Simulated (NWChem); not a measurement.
Spin states of C₂H₃O

```xyz
6

C     -0.0762    -1.1694     0.0000
C      0.4250     0.2536     0.0000
O     -0.1959     1.2600     0.0000
H      0.3268    -1.6873     0.8843
H      0.3268    -1.6873    -0.8843
H     -1.1790    -1.2110     0.0000
```
Charge 0, spin multiplicity 2.

All runs are NWChem calculations. All single points use one geometry, from UB3LYP/def2-SVP, a minimum by its harmonic frequencies.

Basis set: def2-SVP. The gap is E(quartet) − E(doublet) at the geometry of the doublet, so a negative value puts the higher spin lower. Open shells are unrestricted, coupled cluster uses restricted open-shell references. The quartet is the single determinant that the SCF runs reached, with unpaired electrons in orbitals of symmetry a" and a' and a' (Cs labels); it need not be the lowest quartet, which in molecules with degenerate π orbitals can need several determinants.

```csv
method,vertical doublet-quartet gap (kcal/mol),relative cost,difference from CCSD(T)
B3LYP,145.9,under 3,-3.2
HF,108.3,under 3,-40.9
LDA (SVWN5),152.0,1,+2.8
MP2,155.9,under 3,+6.8
TPSS,144.3,under 3,-4.9
B2PLYP,149.9,under 3,+0.7
PBE,147.4,under 3,-1.8
CCSD(T),149.2,8,0.0
```

The values span 47.6 kcal/mol, from HF (lowest) to MP2 (highest). The cost column gives rough processor time relative to LDA (SVWN5); each entry includes its own SCF.

The correlated methods keep 3 core orbitals frozen. B3LYP has NWChem's definition, with VWN1-RPA local correlation. The structure started from a generated list of species. The unpaired electrons of the parent sit in orbitals of symmetry a' (Cs labels of the run); other states weren't searched. The stability of the SCF solutions was not checked. Open-shell Hartree-Fock references start from PBE0 orbitals; any time given for them includes that run. Coupled-cluster values serve here as a point of comparison, not as the truth.
